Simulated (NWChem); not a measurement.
System: acetone (C3H6O); SMILES CC(C)=O

Here is an NWChem input.

```
start job
memory heap 200 mb stack 900 mb global 1100 mb
geometry units angstroms
  C     -1.284550    -0.000719    -0.615008
  C      0.000000     0.000000     0.180731
  C      1.284550     0.000719    -0.615008
  O      0.000000     0.000000     1.387736
  H     -1.329902    -0.883864    -1.272262
  H     -1.333812     0.885068    -1.268338
  H     -2.142753    -0.004571     0.068435
  H      2.142753     0.004571     0.068435
  H      1.333812    -0.885068    -1.268338
  H      1.329902     0.883864    -1.272262
end
basis spherical
  * library 6-31g*
end
dft
  xc hfexch
  iterations 150
end
driver
  maxiter 120
end
task dft optimize
task dft freq
```

Excerpt of the output:

```
             Northwest Computational Chemistry Package (NWChem) 7.3.0
             --------------------------------------------------------

 C2  symmetry detected

                             Geometry "geometry" -> ""
                             -------------------------

 Output coordinates in angstroms (scale by  1.889725989 to convert to a.u.)

  No.       Tag          Charge          X              Y              Z
 ---- ---------------- ---------- -------------- -------------- --------------
    1 C                    6.0000    -1.28455020     0.00005157    -0.61069075
    2 C                    6.0000     0.00000000     0.00000000     0.18504825
    3 C                    6.0000     1.28455020    -0.00005157    -0.61069075
    4 O                    8.0000     0.00000000     0.00000000     1.39205325
    5 H                    1.0000    -1.33043197    -0.88306606    -1.26794475
    6 H                    1.0000    -1.33328083     0.88586796    -1.26402075
    7 H                    1.0000    -2.14275536    -0.00328561     0.07275225
    8 H                    1.0000     2.14275536     0.00328561     0.07275225
    9 H                    1.0000     1.33328083    -0.88586796    -1.26402075
   10 H                    1.0000     1.33043197     0.88306606    -1.26794475

 Effective nuclear repulsion energy (a.u.)     119.4781053125

      Symmetry information
      --------------------

 Group name             C2
 Group number              4
 Group order               2
 No. of unique centers     6

                                Z-matrix (autoz)
                                --------

 Units are Angstrom for bonds and degrees for angles

      Type          Name      I     J     K     L     M      Value
      ----------- --------  ----- ----- ----- ----- ----- ----------
    1 Stretch                  1     2                       1.51105
    2 Stretch                  1     5                       1.10181
    3 Stretch                  1     6                       1.10176
    4 Stretch                  1     7                       1.09710
    5 Stretch                  2     3                       1.51105
    6 Stretch                  2     4                       1.20701
    7 Stretch                  3     8                       1.09710
    8 Stretch                  3     9                       1.10176
    9 Stretch                  3    10                       1.10181
   10 Bend                     1     2     3               116.44614
   11 Bend                     1     2     4               121.77693
   12 Bend                     2     1     5               110.45732
   13 Bend                     2     1     6               110.48127
   14 Bend                     2     1     7               109.69044
   15 Bend                     2     3     8               109.69044
   16 Bend                     2     3     9               110.48127
   17 Bend                     2     3    10               110.45732
   18 Bend                     3     2     4               121.77693
   19 Bend                     5     1     6               106.78889
   20 Bend                     5     1     7               109.66952
   21 Bend                     6     1     7               109.70945
   22 Bend                     8     3     9               109.70945
   23 Bend                     8     3    10               109.66952
   24 Bend                     9     3    10               106.78889
   25 Torsion                  1     2     3     8         179.81298
   26 Torsion                  1     2     3     9         -59.12053
   27 Torsion                  1     2     3    10          58.81162
   28 Torsion                  3     2     1     5          58.81162
   29 Torsion                  3     2     1     6         -59.12053
   30 Torsion                  3     2     1     7         179.81298
   31 Torsion                  4     2     1     5        -121.18838
   32 Torsion                  4     2     1     6         120.87947
   33 Torsion                  4     2     1     7          -0.18702
   34 Torsion                  4     2     3     8          -0.18702
   35 Torsion                  4     2     3     9         120.87947
   36 Torsion                  4     2     3    10        -121.18838

  xc_inp: hfexch multiplicative factor not found.

                           NWChem Geometry Optimization
                           ----------------------------

 maximum gradient threshold         (gmax) =   0.000450
 rms gradient threshold             (grms) =   0.000300
 maximum cartesian step threshold   (xmax) =   0.001800
 rms cartesian step threshold       (xrms) =   0.001200
 fixed trust radius                (trust) =   0.300000
 source of zmatrix                         =   autoz

          -------------------
          Energy Minimization
          -------------------

 Using diagonal initial Hessian
 Scaling for Hessian diagonals: bonds = 1.00  angles = 0.25  torsions = 0.10

          --------
          Step   0

                                 NWChem DFT Module
                                 -----------------

 Summary of "ao basis" -> "ao basis" (spherical)
 ------------------------------------------------------------------------------
       Tag                 Description            Shells   Functions and Types
 ---------------- ------------------------------  ------  ---------------------
 C                           6-31g*                  6       14   3s2p1d
 O                           6-31g*                  6       14   3s2p1d
 H                           6-31g*                  2        2   2s

      Symmetry analysis of basis
      --------------------------

        a          36
        b          32

            General Information
            -------------------
          SCF calculation type: DFT
          Wavefunction type:  closed shell.
          No. of atoms     :    10
          No. of electrons :    32
           Alpha electrons :    16
            Beta electrons :    16
          Charge           :     0
          Spin multiplicity:     1
          Use of symmetry is: on ; symmetry adaption is: on
          Maximum number of iterations: 150
          AO basis - number of functions:    68
                     number of shells:    36
          Convergence on energy requested:  1.00D-06
          Convergence on density requested:  1.00D-05
          Convergence on gradient requested:  5.00D-04

              XC Information
              --------------
                     Hartree-Fock (Exact) Exchange  1.000

      Superposition of Atomic Density Guess
      -------------------------------------

 Sum of atomic energies:        -190.72450991

      Non-variational initial energy
      ------------------------------

 Total energy =    -192.960689
 1-e energy   =    -494.134711
 2-e energy   =     181.695916
 HOMO         =      -0.320935
 LUMO         =       0.005865

      Symmetry analysis of molecular orbitals - initial
      -------------------------------------------------

  Numbering of irreducible representations:

     1 a           2 b

  Orbital symmetries:

     1 a           2 a           3 b           4 a           5 a
     6 a           7 b           8 a           9 b          10 b
    11 a          12 a          13 b          14 a          15 b
    16 b          17 b          18 a          19 a          20 b
    21 b          22 a          23 b          24 a          25 b
    26 a

[...]

      ----------------------
      Optimization converged
      ----------------------

  Step       Energy      Delta E   Gmax     Grms     Xrms     Xmax
  ---- ---------------- -------- -------- -------- -------- --------
@    3    -191.96126268 -3.0D-06  0.00015  0.00005  0.00071  0.00120
                                     ok       ok       ok       ok

                                Z-matrix (autoz)
                                --------

 Units are Angstrom for bonds and degrees for angles

      Type          Name      I     J     K     L     M      Value     Gradient
      ----------- --------  ----- ----- ----- ----- ----- ---------- ----------
    1 Stretch                  1     2                       1.51333   -0.00015
    2 Stretch                  1     5                       1.08632   -0.00003
    3 Stretch                  1     6                       1.08632   -0.00003
    4 Stretch                  1     7                       1.08097   -0.00004
    5 Stretch                  2     3                       1.51333   -0.00015
    6 Stretch                  2     4                       1.19225    0.00013
    7 Stretch                  3     8                       1.08097   -0.00004
    8 Stretch                  3     9                       1.08632   -0.00003
    9 Stretch                  3    10                       1.08632   -0.00003
   10 Bend                     1     2     3               116.63360    0.00002
   11 Bend                     1     2     4               121.68320   -0.00001
   12 Bend                     2     1     5               110.36334    0.00002
   13 Bend                     2     1     6               110.34861    0.00002
   14 Bend                     2     1     7               109.81412    0.00003
   15 Bend                     2     3     8               109.81412    0.00003
   16 Bend                     2     3     9               110.34861    0.00002
   17 Bend                     2     3    10               110.36334    0.00002
   18 Bend                     3     2     4               121.68320   -0.00001
   19 Bend                     5     1     6               107.13511   -0.00007
   20 Bend                     5     1     7               109.56754   -0.00000
   21 Bend                     6     1     7               109.56904    0.00000
   22 Bend                     8     3     9               109.56904    0.00000
   23 Bend                     8     3    10               109.56754   -0.00000
   24 Bend                     9     3    10               107.13511   -0.00007
   25 Torsion                  1     2     3     8         179.84002   -0.00000
   26 Torsion                  1     2     3     9         -59.27321    0.00003
   27 Torsion                  1     2     3    10          58.94566   -0.00003
   28 Torsion                  3     2     1     5          58.94566   -0.00003
   29 Torsion                  3     2     1     6         -59.27321    0.00003
   30 Torsion                  3     2     1     7         179.84002   -0.00000
   31 Torsion                  4     2     1     5        -121.05434   -0.00003
   32 Torsion                  4     2     1     6         120.72679    0.00003
   33 Torsion                  4     2     1     7          -0.15998   -0.00000
   34 Torsion                  4     2     3     8          -0.15998   -0.00000
   35 Torsion                  4     2     3     9         120.72679    0.00003
   36 Torsion                  4     2     3    10        -121.05434   -0.00003

                         Geometry "geometry" -> "geometry"
                         ---------------------------------

 Output coordinates in angstroms (scale by  1.889725989 to convert to a.u.)

  No.       Tag          Charge          X              Y              Z
 ---- ---------------- ---------- -------------- -------------- --------------
    1 C                    6.0000    -1.28778734    -0.00018185    -0.61168287
    2 C                    6.0000     0.00000000     0.00000000     0.18314931
    3 C                    6.0000     1.28778734     0.00018185    -0.61168287
    4 O                    8.0000     0.00000000     0.00000000     1.37539914
    5 H                    1.0000    -1.33340702    -0.87265328    -1.25728153
    6 H                    1.0000    -1.33602913     0.87534894    -1.25293438
    7 H                    1.0000    -2.13372721    -0.00314084     0.06127131
    8 H                    1.0000     2.13372721     0.00314084     0.06127131
    9 H                    1.0000     1.33602913    -0.87534894    -1.25293438
   10 H                    1.0000     1.33340702     0.87265328    -1.25728153

 Effective nuclear repulsion energy (a.u.)     120.1687423314

[...]

 Rotational Constants
 --------------------
 A=   0.346040 cm-1  (  0.497863 K)
 B=   0.284570 cm-1  (  0.409424 K)
 C=   0.165602 cm-1  (  0.238259 K)

 Temperature                      =   298.15K
 frequency scaling parameter      =   1.0000

 Zero-Point correction to Energy  =   56.384 kcal/mol  (  0.089854 au)
 Thermal correction to Energy     =   59.655 kcal/mol  (  0.095067 au)
 Thermal correction to Enthalpy   =   60.248 kcal/mol  (  0.096011 au)

 Total Entropy                    =   71.009 cal/mol-K
   - Translational                =   38.079 cal/mol-K (mol. weight =  58.0419)
   - Rotational                   =   22.720 cal/mol-K (symmetry #  =        2)
   - Vibrational                  =   10.210 cal/mol-K

 Cv (constant volume heat capacity) =   15.794 cal/mol-K
   - Translational                  =    2.979 cal/mol-K
   - Rotational                     =    2.979 cal/mol-K
   - Vibrational                    =    9.835 cal/mol-K

[normal modes left out]

 ----------------------------------------------------------------------------
 Normal Eigenvalue ||           Projected Infra Red Intensities
  Mode   [cm**-1]  || [atomic units] [(debye/angs)**2] [(KM/mol)] [arbitrary]
 ------ ---------- || -------------- ----------------- ---------- -----------
    1       -0.000 ||    0.003967           0.092         3.867       2.178
    2       -0.000 ||    0.001436           0.033         1.400       0.788
    3       -0.000 ||    0.005790           0.134         5.644       3.179
    4       -0.000 ||    0.001574           0.036         1.535       0.864
    5       -0.000 ||    0.000019           0.000         0.018       0.010
    6        0.000 ||    0.000019           0.000         0.018       0.010
    7       47.607 ||    0.000000           0.000         0.000       0.000
    8      144.673 ||    0.000076           0.002         0.074       0.042
    9      401.065 ||    0.001345           0.031         1.311       0.738
   10      531.480 ||    0.002800           0.065         2.730       1.537
   11      574.925 ||    0.023759           0.548        23.162      13.045
   12      847.645 ||    0.000035           0.001         0.034       0.019
   13      980.350 ||    0.000000           0.000         0.000       0.000
   14      984.397 ||    0.003639           0.084         3.547       1.998
   15     1191.019 ||    0.000618           0.014         0.603       0.339
   16     1239.724 ||    0.003143           0.073         3.064       1.725
   17     1353.253 ||    0.077416           1.786        75.469      42.504
   18     1547.040 ||    0.008407           0.194         8.195       4.616
   19     1555.639 ||    0.050629           1.168        49.355      27.797
   20     1608.337 ||    0.000001           0.000         0.001       0.000
   21     1610.810 ||    0.000013           0.000         0.013       0.007
   22     1614.749 ||    0.021469           0.495        20.929      11.787
   23     1632.882 ||    0.018917           0.436        18.441      10.386
   24     2024.702 ||    0.235127           5.425       229.214     129.094
   25     3200.797 ||    0.003606           0.083         3.516       1.980
   26     3208.545 ||    0.012408           0.286        12.096       6.812
   27     3254.883 ||    0.000001           0.000         0.001       0.000
   28     3263.452 ||    0.040067           0.924        39.059      21.998
   29     3320.431 ||    0.015629           0.361        15.236       8.581
   30     3321.698 ||    0.014503           0.335        14.138       7.962
 ----------------------------------------------------------------------------
```

Level: Hartree-Fock/6-31G* (spherical d).
